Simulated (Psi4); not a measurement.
# One shape, several levels: triplet SO2F2

We compute a comparison of 4 runs (UHF/3-21G, UB3LYP/6-31G*, U-wB97X-V/6-311+G**, UHSE06/6-311+G**) of triplet SO2F2. 

The calculation is run with Psi4 1.11.

1 further run of the same task is left out (set aside as unsound or not needed). Runs told in other sessions of the task aren't counted.

## (1) The system as given

SO2F2 has 5 atoms, charge 0, and is taken as a triplet. As SMILES of the parent species, `O=S(=O)(F)F`. Geometry: relaxed at PBE0-D4/def2-TZVP. That shape belongs to the parent species and isn't relaxed for this state.

Bond lengths: O1–S2 1.404 Å, S2–O3 1.404 Å, S2–F4 1.539 Å, S2–F5 1.539 Å. Angles: O1–S2–O3 124.9°, O1–S2–F4 108.1°, O1–S2–F5 108.1°, O3–S2–F4 108.1°, O3–S2–F5 108.1°, F4–S2–F5 95.6°.

## (2) Energy and forces at UHF/3-21G (run 1)

f2o2s.py

```python
import psi4

psi4.set_memory('1600 MB')
psi4.set_num_threads(1)
psi4.set_output_file('output.dat', False)

molecule = psi4.geometry("""
0 3
O     -0.388200    -0.151100     1.421700
S      0.070900    -0.096900     0.095900
O      1.129600    -0.862200    -0.418700
F     -1.140900    -0.267600    -0.837400
F      0.328600     1.377800    -0.261400
symmetry c1
""")

psi4.set_options({
    'basis': '3-21G',
    'reference': 'uhf',
    'puream': True,
    'e_convergence': 1e-09,
    'd_convergence': 1e-08,
    'scf_type': 'pk',
    'maxiter': 100,
})

e_tot = psi4.gradient('scf')
print('gradient / Eh bohr^-1')
print(e_tot.np.round(6))
```

Command:

```
python f2o2s.py
```

output.dat:

```text
[...]
  Running in c1 symmetry.
[...]
  Nuclear repulsion =  291.836081150759412
[...]
  Multiplicity = 3
[...]
  Nalpha       = 26
  Nbeta        = 24
[...]
    Number of basis functions: 49
[...]
   @UHF iter   1:  -741.45378375372252    9.16936e-01   1.12154e-02 ADIIS/DIIS
[...]
   @UHF iter  47:  -741.63734050579012    2.27374e-12   7.61861e-09 DIIS
[...]
   @S^2 Observed:                2.085866027E+00
[...]
  @UHF Final Energy:  -741.63734050579012
   => Energetics <=
    Nuclear Repulsion Energy =            291.8360811507594121
    One-Electron Energy =               -1606.2149463209036639
    Two-Electron Energy =                 572.7415246643541877
    Total Energy =                       -741.6373405057901209
  UHF NO Occupations:
  HONO-2 :   24  A 1.9647911
  HONO-1 :   25  A 1.0000000
  HONO-0 :   26  A 1.0000000
  LUNO+0 :   27  A 0.0352089
  LUNO+1 :   28  A 0.0054699
[...]
  -Total Gradient:
     Atom            X                  Y                   Z
    ------   -----------------  -----------------  -----------------
       1        0.092228279446     0.038784157808    -0.346275367944
       2        0.060367517424    -0.082479615996     0.081498560547
       3       -0.275159439041     0.210947934953     0.099100565604
       4        0.174956855613     0.043533456233     0.127445582834
       5       -0.052393213441    -0.210785932999     0.038230658958
[...]
```

Standard output:

```text
gradient / Eh bohr^-1
[[ 0.092228  0.038784 -0.346275]
 [ 0.060368 -0.08248   0.081499]
 [-0.275159  0.210948  0.099101]
 [ 0.174957  0.043533  0.127446]
 [-0.052393 -0.210786  0.038231]]
```

Run time: 2.2 s. Hardware: 1 thread of Intel Xeon 6975P-C (Granite Rapids), shared host; peak memory 0.19 GiB.

## (3) Energy and gradient at UB3LYP/6-31G(d) (spherical functions) (run 2)

job.json

```json
{
 "schema_name": "qcschema_input",
 "schema_version": 1,
 "molecule": {
  "schema_name": "qcschema_molecule",
  "schema_version": 2,
  "symbols": ["O", "S", "O", "F", "F"],
  "geometry": [-0.73359168, -0.28553762, 2.68662363, 0.13398158, -0.18311446, 0.18122474, 2.13463463, -1.62932186, -0.79122833, -2.15598854, -0.50569071, -1.58245666, 0.620964, 2.60366465, -0.49397441],
  "molecular_charge": 0,
  "molecular_multiplicity": 3,
  "fix_symmetry": "c1"
 },
 "driver": "gradient",
 "model": {
  "method": "b3lyp",
  "basis": "6-31G*"
 },
 "keywords": {
  "reference": "uks",
  "puream": true,
  "e_convergence": 1e-09,
  "d_convergence": 1e-08,
  "scf_type": "pk",
  "dft_radial_points": 99,
  "dft_spherical_points": 590,
  "maxiter": 100,
  "scf_properties": ["DIPOLE", "MAYER_INDICES", "WIBERG_LOWDIN_INDICES"]
 }
}
```

Command:

```
psi4 --qcschema job.json -n 1 --memory 1600MB
```

stdout:

```text
[...]
  Running in c1 symmetry.
[...]
  Nuclear repulsion =  291.836081374620960
[...]
  Multiplicity = 3
[...]
  Nalpha       = 26
  Nbeta        = 24
[...]
    Number of basis functions: 74
[...]
   @UKS iter   1:  -747.71779195772160    9.61162e-01   9.98680e-03 DIIS/ADIIS
[...]
   @UKS iter  17:  -747.92653044109613   -9.09495e-13   3.52369e-09 DIIS
[...]
   @S^2 Observed:                2.009680003E+00
[...]
  @UKS Final Energy:  -747.92653044109613
   => Energetics <=
    Nuclear Repulsion Energy =            291.8360813746209601
    One-Electron Energy =               -1613.0727436987665442
    Two-Electron Energy =                 624.9853279944210271
    DFT Exchange-Correlation Energy =     -51.6751961113715836
    Empirical Dispersion Energy =           0.0000000000000000
    VV10 Nonlocal Energy =                  0.0000000000000000
    Total Energy =                       -747.9265304410961335
  UHF NO Occupations:
  HONO-2 :   24  A 1.9963238
  HONO-1 :   25  A 1.0000000
[...]
  -Total Gradient:
     Atom            X                  Y                   Z
    ------   -----------------  -----------------  -----------------
       1        0.067015616047     0.012898281331    -0.207651689557
       2        0.012600697874    -0.017329063271     0.017096936260
       3       -0.165543107178     0.121855996604     0.074329558968
       4        0.101962856726     0.007347927718     0.081237019874
       5       -0.016022191287    -0.124791794385     0.035003848145
[...]
```

The result, in JSON:

```text
{
 "driver": "gradient",
 "model": {
  "method": "b3lyp",
  "basis": "6-31G*"
 },
 "success": true,
 "return_result": [0.06701561604662577, 0.012898281331377003, -0.207651689556543, 0.01260069787430556, -0.01732906327115892, 0.017096936259747217, -0.16554310717801868, 0.12185599660437765, 0.07432955896833052, 0.10196285672627065, 0.0073479277182865, 0.08123701987422076, -0.016022191287215645, -0.12479179438494067, 0.035003848144712316],
 "properties": {
  "calcinfo_nbasis": 74,
  "calcinfo_nmo": 74,
  "calcinfo_nalpha": 26,
  "calcinfo_nbeta": 24,
  "calcinfo_natom": 5,
  "nuclear_repulsion_energy": 291.83608137462096,
  "return_energy": -747.9265304410961,
  "return_gradient": [0.06701561604662577, 0.012898281331377003, -0.207651689556543, 0.01260069787430556, -0.01732906327115892, 0.017096936259747217, -0.16554310717801868, 0.12185599660437765, 0.07432955896833052, 0.10196285672627065, 0.0073479277182865, 0.08123701987422076, -0.016022191287215645, -0.12479179438494067, 0.035003848144712316],
  "scf_one_electron_energy": -1613.0727436987665,
  "scf_two_electron_energy": 624.985327994421,
  "scf_xc_energy": -51.675196111371584,
  "scf_dipole_moment": [-0.061740891547224286, 0.08393777279482628, -0.08322619071632076],
  "scf_total_energy": -747.9265304410961,
  "scf_total_gradient": [0.06701561604662577, 0.012898281331377003, -0.207651689556543, 0.01260069787430556, -0.01732906327115892, 0.017096936259747217, -0.16554310717801868, 0.12185599660437765, 0.07432955896833052, 0.10196285672627065, 0.0073479277182865, 0.08123701987422076, -0.016022191287215645, -0.12479179438494067, 0.035003848144712316],
  "scf_iterations": 17
 }
}
```

Run time: 20 s. Hardware: 1 thread of Intel Xeon 6975P-C (Granite Rapids), shared host; peak memory 0.8 GiB.

Run 3 isn't shown in full; the table further down has it.

## (4) A single-point energy at UHSE06/6-311+G(d,p) (run 4)

f2o2s.xyz

```xyz
5
F2O2S
O     -0.388200    -0.151100     1.421700
S      0.070900    -0.096900     0.095900
O      1.129600    -0.862200    -0.418700
F     -1.140900    -0.267600    -0.837400
F      0.328600     1.377800    -0.261400
```

calc.py

```python
import psi4

psi4.set_memory(1600000000)
psi4.set_num_threads(1)
psi4.set_output_file('psi4.out', False)

with open('f2o2s.xyz') as f:
    atoms = ''.join(f.readlines()[2:])
molecule = psi4.geometry('0 3\n' + atoms + 'symmetry c1\nno_reorient\nno_com')

psi4.set_options({
    'basis': '6-311+G**',
    'reference': 'uks',
    'puream': True,
    'e_convergence': 1e-09,
    'd_convergence': 1e-08,
    'scf_type': 'pk',
    'dft_radial_points': 99,
    'dft_spherical_points': 590,
    'maxiter': 100,
})

e, wfn = psi4.energy('hse06', return_wfn=True)
print(f'hse06 energy: {e:.10f} Eh')
```

Command:

```
python calc.py
```

psi4.out:

```text
[...]
  Running in c1 symmetry.
[...]
  Nuclear repulsion =  291.836081150759412
[...]
  Multiplicity = 3
[...]
  Nalpha       = 26
  Nbeta        = 24
[...]
    Number of basis functions: 118
[...]
   @UKS iter   1:  -747.43395724666641    1.01868e+00   6.67690e-03 DIIS/ADIIS
[...]
   @UKS iter  17:  -747.63882811061535   -6.82121e-13   4.88572e-09 DIIS
[...]
   @S^2 Observed:                2.012703444E+00
[...]
  @UKS Final Energy:  -747.63882811061535
   => Energetics <=
    Nuclear Repulsion Energy =            291.8360811507594121
    One-Electron Energy =               -1611.5802543993540894
    Two-Electron Energy =                 620.9793064965710983
    DFT Exchange-Correlation Energy =     -48.8739613585916572
    Empirical Dispersion Energy =           0.0000000000000000
    VV10 Nonlocal Energy =                  0.0000000000000000
    Total Energy =                       -747.6388281106153499
  UHF NO Occupations:
  HONO-2 :   24  A 1.9947593
  HONO-1 :   25  A 1.0000000
[...]
 Multipole Moments:
 ------------------------------------------------------------------------------------
     Multipole            Electronic (a.u.)      Nuclear  (a.u.)        Total (a.u.)
 ------------------------------------------------------------------------------------
 L = 1.  Multiply by 2.5417464519 to convert [e a0] to [Debye]
 Dipole X            :          0.4763525           -0.4631719            0.0131806
 Dipole Y            :         -0.6515173            0.6330583           -0.0184591
 Dipole Z            :          0.6432645           -0.6251214            0.0181431
 Magnitude           :                                                    0.0290455
[...]
```

Standard output:

```text
hse06 energy: -747.6388281106 Eh
```

Wall time 47 s (1 thread of Intel Xeon 6975P-C (Granite Rapids), shared host); peak memory 0.89 GiB.

## (5) The series

| run | level | integration grid | properties | energy (Eh) | dipole moment (D) | HOMO energy (eV) | ⟨S²⟩ | wall time |
| --- | --- | --- | --- | --- | --- | --- | --- | --- |
| 1 | UHF/3-21G | – | – | -741.637341 | 0.71 | -5.55 | 2.086 | 2.2 s |
| 2 | UB3LYP/6-31G* (spherical functions) | 99 radial × 590 angular | (dipole, mayer, wiberg) | -747.926530 | 0.34 | -1.92 | 2.010 | 20 s |
| 3 | U-wB97X-V/6-311+G** | 99 radial × 590 angular | – | -747.874062 | 0.07 | -5.18 | 2.015 | 97 s |
| 4 | UHSE06/6-311+G** | 99 radial × 590 angular | – | -747.638828 | 0.07 | -2.88 | 2.013 | 47 s |

## (6) Results

```
                                 quantity          value
                      run 4: total energy  -747.63883 Eh
                     run 4: dipole moment         0.07 D
run 4: HOMO energy (highest over α and β)       -2.88 eV
                              run 4: ⟨S²⟩          2.013
```

What this shows: The dipole moment (its size) runs from 0.07 D (U-wB97X-V/6-311+G**) to 0.71 D (UHF/3-21G). The two ends differ in method and basis. Totals of different functionals can't be ranked against each other. All runs together took 2.8 min, the longest 97 s.
